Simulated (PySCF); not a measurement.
trimethylamine cation (C3H9N), SMILES CN(C)C (connectivity only; charge and spin as stated), charge +1, multiplicity 2. The structure is a stationary point at B3LYP-D3(BJ)/def2-SVP. The multiplicity is an assumed one; no other spin state was optimised.

Level of theory: B3LYP-D3(BJ)/def2-SVP run with PySCF.

Harmonic wavenumbers (cm⁻¹): 81, 81, 110, 343, 420, 421, 789, 1006, 1006, 1027, 1027, 1079, 1120, 1292, 1292, 1386, 1397, 1397, 1424, 1424, 1428, 1465, 1465, 1480, 3003, 3003, 3014, 3076, 3079, 3079, 3184, 3186, 3186. Rotational constants (GHz): 8.456, 8.456, 4.596; symmetry number 3.

Question: Work out the zero-point energy and the ideal-gas rigid-rotor harmonic-oscillator thermochemistry at 298.15 K and 1 atm.

Answer: ZPE = ½ Σ hcν = ½ × 51768 cm⁻¹ = 74.01 kcal/mol. H − E(el) = 78.61 kcal/mol. Entropy in cal/(mol K): translation 38.15, rotation 22.21, vibration 14.86, spin 1.38, total 76.60. G − E(el) = 55.77 kcal/mol. Cp = 22.10 cal/(mol K). Modes under 150 cm⁻¹ make the vibrational entropy uncertain.
